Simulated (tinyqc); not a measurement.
Inside a calculation. Method: RHF in the sto-3g basis, for H3O+, spin multiplicity 1. One step of it, computed by the program tinyqc.

Task: Iteration 1: diagonalisation and new density. Diagonalise F' = X^T F X, C = X C', fill 5 alpha and 5 beta electrons from the bottom; D = 2 C_occ C_occ^T. Each column has its largest component positive (the first on a tie).

Fock matrix F (hartree), lower triangle:
```
             1O 1s      1O 2s     1O 2px     1O 2py     1O 2pz      2H 1s      3H 1s      4H 1s
1O 1s   -25.879253
1O 2s    -6.096256  -4.245962
1O 2px   -0.001185  -0.008849  -2.957184
1O 2py    0.000000   0.000000   0.000000  -2.308957
1O 2pz    0.011475  -0.051518   0.000291   0.000000  -2.898495
2H 1s    -1.090806  -1.290250  -0.833861   0.000000   0.123629  -1.187285
3H 1s    -1.090728  -1.290154   0.416178  -0.614262   0.124689  -0.370229  -1.198296
4H 1s    -1.090728  -1.290154   0.416178   0.614262   0.124689  -0.370229  -0.388386  -1.198296
```

X, lower triangle:
```
            1O 1s      1O 2s     1O 2px     1O 2py    1O 2pz      2H 1s      3H 1s     4H 1s
1O 1s    1.024579
1O 2s   -0.145070   1.243033
1O 2px   0.000008  -0.000123   1.094492
1O 2py   0.000000   0.000000   0.000000   1.094653
1O 2pz   0.003206  -0.031812   0.000021   0.000000  1.004577
2H 1s    0.018835  -0.228056  -0.231481   0.000000  0.032925   1.147784
3H 1s    0.018852  -0.228415   0.115814  -0.200710  0.032990  -0.052682   1.148094
4H 1s    0.018852  -0.228415   0.115814   0.200710  0.032990  -0.052682  -0.052717  1.148094
```

Give: F' = X^T F X; orbital energies; coefficients C; D after iteration 1.

Result:

F' = X^T F X (hartree), lower triangle:
```
          1        2        3        4        5        6        7        8
1  -25.5513
2   -2.7005  -3.2243
3    0.0003  -0.0096  -2.9754
4    0.0000   0.0000   0.0000  -2.2922
5    0.0205  -0.0566   0.0005   0.0000  -2.8993
6   -0.1900  -0.3105  -0.1837   0.0000   0.0217  -0.7803
7   -0.1892  -0.3049   0.0906  -0.1544   0.0218  -0.0574  -0.8171
8   -0.1892  -0.3049   0.0906   0.1544   0.0218  -0.0574  -0.0554  -0.8171
```

orbital energies (hartree): MO1 -25.8794, MO2 -3.0356, MO3 -2.9956, MO4 -2.8826, MO5 -2.3227, MO6 -0.8007, MO7 -0.7311, MO8 -0.7091

coefficients C:
```
            MO1      MO2      MO3      MO4      MO5      MO6      MO7      MO8
1O 1s    1.0005  -0.2330   0.0513   0.0897   0.0000   0.0756   0.0000   0.0143
1O 2s   -0.0026   1.0300  -0.2262  -0.4039   0.0000  -0.6577   0.0000  -0.1249
1O 2px   0.0000   0.2410   1.0329   0.0345   0.0000   0.0744   0.0000  -0.3828
1O 2py   0.0000   0.0000   0.0000   0.0000   1.0448   0.0000  -0.4328   0.0000
1O 2pz  -0.0003   0.3129  -0.1048   0.9471   0.0000   0.0852   0.0000   0.0159
2H 1s    0.0010  -0.1038  -0.1154   0.0423   0.0000   0.4402   0.0000   1.1001
3H 1s    0.0009  -0.0584   0.0801   0.0486  -0.0811   0.7212   0.8687  -0.3707
4H 1s    0.0009  -0.0584   0.0801   0.0486   0.0811   0.7212  -0.8687  -0.3707
```

D after iteration 1, lower triangle:
```
          1O 1s    1O 2s   1O 2px   1O 2py  1O 2pz    2H 1s   3H 1s   4H 1s
1O 1s    2.1319
1O 2s   -0.5809   2.5507
1O 2px  -0.0002   0.0013   2.2525
1O 2py   0.0000   0.0000   0.0000   2.1831
1O 2pz   0.0126  -0.0731  -0.0003   0.0000  2.0119
2H 1s    0.0462  -0.1959  -0.2856   0.0000  0.0394   0.0518
3H 1s    0.0460  -0.1958   0.1406  -0.1695  0.0387  -0.0022  0.0375
4H 1s    0.0460  -0.1958   0.1406   0.1695  0.0387  -0.0022  0.0112  0.0375
```
